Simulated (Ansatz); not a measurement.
A nudged elastic band was laid between two geometries of BClH$_{3}$N (6 atoms, charge 0, multiplicity 1).

Method: RKS BLYP-D4/def2-SVP in Ansatz.

* movable images: 9
* climbing image: yes
* spring: 5.0 eV/Å²
* optimiser: quadratic models (default)
* start path: through a guess of the saddle point
* force threshold: 0.05 eV/Å
* iteration limit: 60
* end points: relaxed

Initial state:

```xyz
6
Properties=species:S:1:pos:R:3
B 0.448 0.030 0.091
N 0.703 -0.017 1.464
H -0.029 -0.126 2.169
H 1.646 0.056 1.846
H 1.347 0.161 -0.706
Cl -1.233 -0.104 -0.510
```

Final state:

```xyz
6
Properties=species:S:1:pos:R:3
B -0.114 -0.178 -0.940
N 1.378 -0.069 1.637
H 0.600 -0.714 1.833
H 0.970 0.872 1.561
H 1.734 -0.314 0.702
Cl -1.685 0.403 -0.440
```

Question: What changes between the two ends?

Answer: Bonds broken: B1–N2, B1–H5. Bonds formed: N2–H5. BClH3N becomes BCl + H3N.

Question: What energy profile does the band end with?

Answer: The run converged. The highest image is number 7 of 0 to 10, 100.0 kcal/mol above the first end and 2.9 kcal/mol above the last; the last end lies 97.1 kcal/mol above the first. The profile has 2 maxima (images 4, 7) with wells between them (image 5): this band takes more than one step, which may be the mechanism or a detour left from its start path. Neighbouring images differ by up to 2.3 eV, so the band resolves the path poorly. A vibrational analysis at the climbing image gives one clearly imaginary mode, 670i cm⁻¹: a first-order saddle point. The orbitals stay closed-shell, which can raise the energy where a bond breaks towards radicals; this wasn't checked here.

```json
{"image": "0", "path coordinate (Å)": "0.00", "energy (kcal/mol)": "0.0", "B1–N2 (Å)": "1.40", "B1–H5 (Å)": "1.21", "N2–H5 (Å)": "2.27"}
{"image": "1", "path coordinate (Å)": "0.48", "energy (kcal/mol)": "7.3", "B1–N2 (Å)": "1.39", "B1–H5 (Å)": "1.20", "N2–H5 (Å)": "2.15"}
{"image": "2", "path coordinate (Å)": "0.96", "energy (kcal/mol)": "38.6", "B1–N2 (Å)": "1.40", "B1–H5 (Å)": "1.22", "N2–H5 (Å)": "1.87"}
{"image": "3", "path coordinate (Å)": "1.44", "energy (kcal/mol)": "92.8", "B1–N2 (Å)": "1.46", "B1–H5 (Å)": "1.41", "N2–H5 (Å)": "1.46"}
{"image": "4", "path coordinate (Å)": "1.93", "energy (kcal/mol)": "96.8", "B1–N2 (Å)": "1.60", "B1–H5 (Å)": "1.77", "N2–H5 (Å)": "1.08"}
{"image": "5", "path coordinate (Å)": "2.41", "energy (kcal/mol)": "89.8", "B1–N2 (Å)": "1.71", "B1–H5 (Å)": "2.20", "N2–H5 (Å)": "1.04"}
{"image": "6", "path coordinate (Å)": "2.89", "energy (kcal/mol)": "90.6", "B1–N2 (Å)": "1.94", "B1–H5 (Å)": "2.42", "N2–H5 (Å)": "1.03"}
{"image": "7", "path coordinate (Å)": "3.37", "energy (kcal/mol)": "100.0", "B1–N2 (Å)": "2.57", "B1–H5 (Å)": "2.62", "N2–H5 (Å)": "1.01"}
{"image": "8", "path coordinate (Å)": "3.80", "energy (kcal/mol)": "97.2", "B1–N2 (Å)": "2.97", "B1–H5 (Å)": "2.62", "N2–H5 (Å)": "1.03"}
{"image": "9", "path coordinate (Å)": "4.23", "energy (kcal/mol)": "97.1", "B1–N2 (Å)": "2.99", "B1–H5 (Å)": "2.52", "N2–H5 (Å)": "1.03"}
{"image": "10", "path coordinate (Å)": "4.66", "energy (kcal/mol)": "97.1", "B1–N2 (Å)": "2.98", "B1–H5 (Å)": "2.48", "N2–H5 (Å)": "1.03"}
```

Question: What is the geometry of the highest image?

Answer: 
```xyz
6
Properties=species:S:1:pos:R:3
B 0.051 0.588 -0.763
N 1.139 -0.173 1.434
H 0.261 -0.510 1.813
H 1.365 0.815 1.482
H 1.670 -0.760 0.798
Cl -1.604 0.039 -0.411
```

The band took 32 iterations and about 6 core-minutes.

Time of the run: 6 min on 1 thread of Arm Neoverse V1 (shared host), peak memory 0.11 GiB.
